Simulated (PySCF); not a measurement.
**BH3O2S, an adduct: interaction energy**

Aim: the interaction energy of `B` with `O=S=O`.

Computed with PySCF 2.14.0; each step states its level. No surroundings beyond the atoms listed, unless a continuum is named. Atoms count from 0, parts from 1.

## (1) The system as given

7 atoms, charge 0, multiplicity 1; geometry: GFN2-xTB. Parts: 1 = atoms 0–3, `B`, charge 0; 2 = atoms 4–6, `O=S=O`, charge 0. In the given geometry B0 and O4 of different parts are bonded (1.53 Å), so values for the parts refer to these atom groups.

## (2) Relaxing the molecule at PBE0-D3(BJ)/def2-SVPD

Job settings and geometry (Å):

```
{"job": {"xc": "PBE0", "basis": "def2-SVPD", "d3": "d3bj", "grid": 2, "kind": "geom", "shake": 0.01}, "charge": 0, "multiplicity": 1, "parts": [{"atoms": "0-3", "charge": 0, "multiplicity": 1}, {"atoms": "4-6", "charge": 0, "multiplicity": 1}]}
B     -0.475306     0.004948     0.595962
H      0.036243     1.063512     0.455607
H      0.096437    -0.977797     0.585972
H     -1.297202    -0.068557    -0.417173
O     -1.460635     0.060155     1.759715
S     -2.641268     0.079006     0.784239
O     -3.216448     1.361223     0.589843
```

Command:

```sh
$ OMP_NUM_THREADS=1 python cluster_run.py task.json out
```

One launch serves the whole session: the jobs run in the order shown.

The log of the run:

```text
step   0  E = -574.63349882  max force = 0.048157
step   1  E = -574.64527677  max force = 0.015043
step   2  E = -574.64567449  max force = 0.006811
step   3  E = -574.64659718  max force = 0.007746
step   4  E = -574.64714389  max force = 0.007577
step   5  E = -574.64775601  max force = 0.008491
step   6  E = -574.64856305  max force = 0.006961
step   7  E = -574.64983715  max force = 0.010859
step   8  E = -574.65203900  max force = 0.031445
step   9  E = -574.65446780  max force = 0.025106
step  10  E = -574.65545772  max force = 0.054607
step  11  E = -574.66133417  max force = 0.026669
step  12  E = -574.66549189  max force = 0.023200
step  13  E = -574.67001396  max force = 0.024149
step  14  E = -574.67248037  max force = 0.015094
step  15  E = -574.67245641  max force = 0.012928
step  16  E = -574.67463135  max force = 0.006028
step  17  E = -574.67518470  max force = 0.007769
step  18  E = -574.67545675  max force = 0.004435
step  19  E = -574.67563835  max force = 0.004566
step  20  E = -574.67569377  max force = 0.002579
step  21  E = -574.67573274  max force = 0.000913
step  22  E = -574.67573943  max force = 0.000821
step  23  E = -574.67575139  max force = 0.001662
step  24  E = -574.67578229  max force = 0.003510
step  25  E = -574.67587188  max force = 0.010251
step  26  E = -574.67598659  max force = 0.010133
step  27  E = -574.67609605  max force = 0.007919
step  28  E = -574.67597111  max force = 0.019301
step  29  E = -574.67666098  max force = 0.009526
step  30  E = -574.67722743  max force = 0.002446
step  31  E = -574.67731785  max force = 0.001483
step  32  E = -574.67734438  max force = 0.000990
step  33  E = -574.67735802  max force = 0.000309
optimisation converged
```

Wall time 2.3 min (1 thread of Arm Neoverse V1, shared host); peak memory 0.52 GiB.

Along the way: (not every step is listed)

```csv
step,energy from step 0 (eV),largest force component (eV/Å)
0,0.0000,2.4763
1,-0.3205,0.7735
2,-0.3313,0.3502
3,-0.3564,0.3983
4,-0.3713,0.3896
5,-0.3880,0.4366
6,-0.4099,0.3579
7,-0.4446,0.5584
8,-0.5045,1.6170
10,-0.5975,2.8080
12,-0.8706,1.1930
14,-1.0607,0.7762
16,-1.1193,0.3100
18,-1.1417,0.2281
20,-1.1482,0.1326
22,-1.1494,0.0422
24,-1.1506,0.1805
26,-1.1562,0.5211
28,-1.1557,0.9925
29,-1.1745,0.4898
30,-1.1899,0.1258
31,-1.1924,0.0763
32,-1.1931,0.0509
33,-1.1935,0.0159
```

Close pairs (by a distance rule), those that changed most:

```
 bond  before (Å)  after (Å)  change (Å)
B0–H3       1.307      3.268      +1.962
H3–S5       1.809      1.386      -0.423
O4–S5       1.532      1.711      +0.179
B0–O4       1.526      1.358      -0.168
B0–H2       1.137      1.204      +0.067
S5–O6       1.419      1.483      +0.064
B0–H1       1.184      1.202      +0.018
```

The final coordinates are the input of the step that follows.

| at the end point | value |
| --- | --- |
| point group (found at 0.08 Å tolerance) | C1 |
| rotational constants (GHz, main isotopes) | 14.651, 4.920, 3.782 |
| dipole moment (D) | 2.14 |

Contacts at the end point (a selection, picked against the atoms' radii; other short pairs can be missing):

```
  atoms  distance (Å)  kind (by distance and angle)  angle (°)
B0···O4          1.36              bonding distance          –
H3···S5          1.39              bonding distance          –
B0···S5          2.69  inside the van der Waals sum          –
```

Against the parts relaxed at this level the binding energy is -42.06 kcal/mol, without counterpoise. A hydrogen has moved between the parts, so this holds the energy of that transfer.

## (3) Coupled-cluster interaction energy: CCSD(T) and MP2

Job settings and geometry (Å):

```
{"job": {"kind": "intercc", "basis": "aug-cc-pVDZ", "basis_large": "aug-cc-pVTZ"}, "charge": 0, "multiplicity": 1, "parts": [{"atoms": "0-3", "charge": 0, "multiplicity": 1}, {"atoms": "4-6", "charge": 0, "multiplicity": 1}]}
B     -0.085928     0.433115     0.824207
H     -0.401740     1.590015     0.745305
H      1.051872     0.041047     0.868476
H     -2.822833    -0.972207    -0.278655
O     -1.025195    -0.546058     0.875713
S     -2.702559    -0.209495     0.872178
O     -2.969401     1.185847     0.447309
```

With the program's defaults for keys left out, this is: CCSD(T)/aug-cc-pVDZ and MP2/aug-cc-pVTZ counterpoise interaction energy, frozen core, gas phase.

The log of the run:

```text
part 1, own basis, geometry of the cluster
final grid: 27328 points
cycle   1  E = -26.0397588873  dE = -2.098e-01  |g| = 3.600e-01  |ddm| = 2.813e+00
cycle   2  E = -26.0799275131  dE = -4.017e-02  |g| = 3.362e-01  |ddm| = 1.803e+00
cycle   3  E = -26.1549026825  dE = -7.498e-02  |g| = 5.162e-02  |ddm| = 8.962e-01
cycle   4  E = -26.1569486101  dE = -2.046e-03  |g| = 1.144e-02  |ddm| = 1.807e-01
cycle   5  E = -26.1570686016  dE = -1.200e-04  |g| = 2.762e-03  |ddm| = 5.382e-02
cycle   6  E = -26.1570771101  dE = -8.508e-06  |g| = 7.836e-04  |ddm| = 1.784e-02
cycle   7  E = -26.1570786530  dE = -1.543e-06  |g| = 3.395e-04  |ddm| = 4.581e-03
cycle   8  E = -26.1570791638  dE = -5.108e-07  |g| = 1.026e-04  |ddm| = 2.661e-03
cycle   9  E = -26.1570792071  dE = -4.328e-08  |g| = 2.240e-05  |ddm| = 8.773e-04
cycle  10  E = -26.1570792080  dE = -9.688e-10  |g| = 3.527e-06  |ddm| = 1.491e-04
converged SCF energy = -26.1570792080

part 2, own basis, geometry of the cluster
final grid: 34168 points
cycle   1  E = -547.0173465395  dE =  2.686e-01  |g| = 8.821e-01  |ddm| = 2.745e+00
cycle   2  E = -546.9712171548  dE =  4.613e-02  |g| = 1.070e+00  |ddm| = 1.864e+00
cycle   3  E = -547.1970270663  dE = -2.258e-01  |g| = 1.627e-01  |ddm| = 1.026e+00
cycle   4  E = -547.2021563718  dE = -5.129e-03  |g| = 7.312e-02  |ddm| = 2.106e-01
cycle   5  E = -547.2036392095  dE = -1.483e-03  |g| = 1.818e-02  |ddm| = 9.884e-02
cycle   6  E = -547.2038832173  dE = -2.440e-04  |g| = 7.634e-03  |ddm| = 4.301e-02
cycle   7  E = -547.2039652992  dE = -8.208e-05  |g| = 4.559e-03  |ddm| = 2.882e-02
cycle   8  E = -547.2039990743  dE = -3.378e-05  |g| = 2.561e-03  |ddm| = 1.991e-02
cycle   9  E = -547.2040164396  dE = -1.737e-05  |g| = 1.461e-03  |ddm| = 1.872e-02
cycle  10  E = -547.2040206848  dE = -4.245e-06  |g| = 3.377e-04  |ddm| = 1.176e-02
cycle  11  E = -547.2040208414  dE = -1.567e-07  |g| = 5.267e-05  |ddm| = 2.369e-03
cycle  12  E = -547.2040208439  dE = -2.498e-09  |g| = 1.887e-05  |ddm| = 2.224e-04
cycle  13  E = -547.2040208442  dE = -2.433e-10  |g| = 8.061e-06  |ddm| = 5.751e-05
converged SCF energy = -547.2040208442

part 1, own basis, relaxed alone
final grid: 27328 points
cycle   1  E = -26.3831661822  dE = -2.857e-01  |g| = 1.868e-01  |ddm| = 3.102e+00
cycle   2  E = -26.3988761817  dE = -1.571e-02  |g| = 4.714e-02  |ddm| = 5.062e-01
cycle   3  E = -26.3998719858  dE = -9.958e-04  |g| = 9.678e-03  |ddm| = 1.315e-01
cycle   4  E = -26.3999256091  dE = -5.362e-05  |g| = 8.278e-04  |ddm| = 3.874e-02
cycle   5  E = -26.3999260685  dE = -4.594e-07  |g| = 1.263e-04  |ddm| = 3.813e-03
cycle   6  E = -26.3999260804  dE = -1.195e-08  |g| = 1.957e-05  |ddm| = 5.195e-04
cycle   7  E = -26.3999260807  dE = -3.158e-10  |g| = 1.566e-06  |ddm| = 8.225e-05
converged SCF energy = -26.3999260807

part 2, own basis, relaxed alone
final grid: 34168 points
cycle   1  E = -547.1623665201  dE =  6.868e-01  |g| = 7.664e-01  |ddm| = 2.828e+00
cycle   2  E = -547.2181242634  dE = -5.576e-02  |g| = 6.162e-01  |ddm| = 1.354e+00
cycle   3  E = -547.2846673189  dE = -6.654e-02  |g| = 5.724e-02  |ddm| = 5.927e-01
cycle   4  E = -547.2855983314  dE = -9.310e-04  |g| = 1.657e-02  |ddm| = 9.062e-02
cycle   5  E = -547.2857290734  dE = -1.307e-04  |g| = 3.850e-03  |ddm| = 3.193e-02
cycle   6  E = -547.2857408323  dE = -1.176e-05  |g| = 1.374e-03  |ddm| = 8.918e-03
cycle   7  E = -547.2857424511  dE = -1.619e-06  |g| = 3.767e-04  |ddm| = 3.815e-03
cycle   8  E = -547.2857425524  dE = -1.013e-07  |g| = 1.144e-04  |ddm| = 1.130e-03
cycle   9  E = -547.2857425557  dE = -3.226e-09  |g| = 4.806e-05  |ddm| = 1.779e-04
cycle  10  E = -547.2857425564  dE = -7.113e-10  |g| = 8.880e-06  |ddm| = 7.554e-05
converged SCF energy = -547.2857425564

cluster
final grid: 6744 points
cycle   1  E = -573.6014609633  dE = -7.472e-01  |g| = 3.672e-01  |ddm| = 4.247e+00
cycle   2  E = -573.7090542039  dE = -1.076e-01  |g| = 1.591e-01  |ddm| = 1.197e+00
cycle   3  E = -573.7318192680  dE = -2.277e-02  |g| = 6.723e-02  |ddm| = 6.171e-01
cycle   4  E = -573.7346130248  dE = -2.794e-03  |g| = 3.685e-02  |ddm| = 1.865e-01
cycle   5  E = -573.7355037109  dE = -8.907e-04  |g| = 1.323e-02  |ddm| = 1.080e-01
cycle   6  E = -573.7356814491  dE = -1.777e-04  |g| = 5.796e-03  |ddm| = 5.003e-02
cycle   7  E = -573.7357106073  dE = -2.916e-05  |g| = 2.576e-03  |ddm| = 1.990e-02
cycle   8  E = -573.7357151469  dE = -4.540e-06  |g| = 8.748e-04  |ddm| = 7.721e-03
cycle   9  E = -573.7357158236  dE = -6.768e-07  |g| = 2.139e-04  |ddm| = 3.509e-03
cycle  10  E = -573.7357158664  dE = -4.279e-08  |g| = 6.079e-05  |ddm| = 8.343e-04
cycle  11  E = -573.7357158699  dE = -3.421e-09  |g| = 1.873e-05  |ddm| = 2.380e-04
cycle  12  E = -573.7357158701  dE = -2.899e-10  |g| = 7.159e-06  |ddm| = 6.424e-05
converged SCF energy = -573.7357158701

part 1 in the basis of the cluster
final grid: 6744 points
cycle   1  E = -26.1572027346  dE = -1.571e-04  |g| = 2.491e-03  |ddm| = 5.852e-01
cycle   2  E = -26.1572065578  dE = -3.823e-06  |g| = 4.338e-04  |ddm| = 9.727e-02
cycle   3  E = -26.1572067796  dE = -2.219e-07  |g| = 6.291e-05  |ddm| = 2.328e-02
cycle   4  E = -26.1572067856  dE = -5.964e-09  |g| = 1.743e-05  |ddm| = 2.846e-03
cycle   5  E = -26.1572067858  dE = -1.929e-10  |g| = 4.510e-06  |ddm| = 1.320e-04
converged SCF energy = -26.1572067858

part 2 in the basis of the cluster
final grid: 6744 points
cycle   1  E = -547.2045953181  dE = -5.521e-04  |g| = 4.864e-03  |ddm| = 7.957e-01
cycle   2  E = -547.2046017553  dE = -6.437e-06  |g| = 6.041e-04  |ddm| = 9.244e-02
cycle   3  E = -547.2046018981  dE = -1.428e-07  |g| = 8.948e-05  |ddm| = 1.459e-02
cycle   4  E = -547.2046019002  dE = -2.077e-09  |g| = 8.911e-05  |ddm| = 8.942e-04
cycle   5  E = -547.2046019019  dE = -1.740e-09  |g| = 1.940e-05  |ddm| = 1.936e-04
cycle   6  E = -547.2046019024  dE = -4.868e-10  |g| = 1.520e-05  |ddm| = 6.969e-05
converged SCF energy = -547.2046019024

Interaction energy (kcal/mol)
  counterpoise     -186.161
  uncorrected      -189.760
  dispersion part     0.000
  deformation       164.246
  binding           -21.914

Decomposition of the uncorrected value (kcal/mol)
  electrostatic    -369.648
  Pauli             687.703
  orbital          -553.137
  dispersion          0.000
  correlation        45.322

Charge of each part in the cluster: 0.056 -0.056
part 1 in the basis of the cluster: E(HF) = -26.150755846  E2 = -0.125142451  E(CCSD corr) = -0.188068269  (T) = -0.017046204
part 2 in the basis of the cluster: E(HF) = -547.141173830  E2 = -0.605499088  E(CCSD corr) = -0.589774227  (T) = -0.036502436
cluster: E(HF) = -573.654287198  E2 = -0.642451275  E(CCSD corr) = -0.668470975  (T) = -0.025461903

Counterpoise interaction energy (kcal/mol)
  hf_small                -227.383
  mp2_small               -172.043
  ccsd_small              -158.751
  ccsdt_small             -141.126
  hf_large                -234.630
  mp2_large               -186.161
  scs_mp2_large           -182.336
  mp2_limit               -189.054
  ccsdt_less_mp2            30.916
  ccsdt_limit_estimate    -158.138
  bsse_mp2_large             3.599
```

Wall time 5.2 min (1 thread of Arm Neoverse V1, shared host); peak memory 2.1 GiB.

Contacts at this geometry (a selection, picked against the atoms' radii; other short pairs can be missing):

```
  atoms  distance (Å)  kind (by distance and angle)  angle (°)
B0···O4          1.36              bonding distance          –
H3···S5          1.39              bonding distance          –
B0···S5          2.69  inside the van der Waals sum          –
```

Differences are taken before rounding.

| method | interaction energy (kcal/mol) | from CCSD(T), limit estimate (kcal/mol) |
| --- | --- | --- |
| HF/aug-cc-pVDZ | -227.38 | -69.25 |
| MP2/aug-cc-pVDZ | -172.04 | -13.90 |
| CCSD/aug-cc-pVDZ | -158.75 | -0.61 |
| CCSD(T)/aug-cc-pVDZ | -141.13 | +17.01 |
| HF/aug-cc-pVTZ | -234.63 | -76.49 |
| MP2/aug-cc-pVTZ | -186.16 | -28.02 |
| SCS-MP2/aug-cc-pVTZ | -182.34 | -24.20 |
| MP2, extrapolated | -189.05 | -30.92 |
| CCSD(T), limit estimate | -158.14 | 0 |

These energies keep the parts at their geometry in the cluster; deforming them to it costs 164.2 kcal/mol (MP2).

At this geometry H3 has moved to S5 of another part (1.39 Å), so this energy is mostly that of cutting a chemical bond between strained fragments, not an intermolecular interaction.

## (4) Outcome

```
                                  quantity                  value
                               point group                     C1
      rotational constants (main isotopes)  14.65, 4.92, 3.78 GHz
interaction energy, CCSD(T) limit estimate        -158.1 kcal/mol
                           MP2/aug-cc-pVTZ        -186.2 kcal/mol
                             T1 diagnostic                 0.0210
```

**Reading.** Relaxing lowered the energy by 1.193 eV in 33 steps; the close pair that moved most is B0–H3, from 1.307 to 3.268 Å. At this geometry H3 has moved to S5 of another part (1.39 Å), so this energy is mostly that of cutting a chemical bond between strained fragments, not an intermolecular interaction. At this geometry a test (T1, the size of the triples or of CCSD(T) less MP2, charge moved between the parts) flags the run, so its CCSD(T) estimate is not taken as a benchmark. The interaction energy leaves out the deformation of the parts, 164.2 kcal/mol at MP2. So large a deformation means that a part is far from its own minimum, so a sum across the two methods would be rough. The estimate adds CCSD(T) less MP2 in the small basis (+30.92 kcal/mol) to extrapolated MP2. Hartree-Fock gives -234.6 against -158.1 kcal/mol, so correlation weakens the interaction of the frozen parts. T1 is over 0.02, so one reference may not be enough.
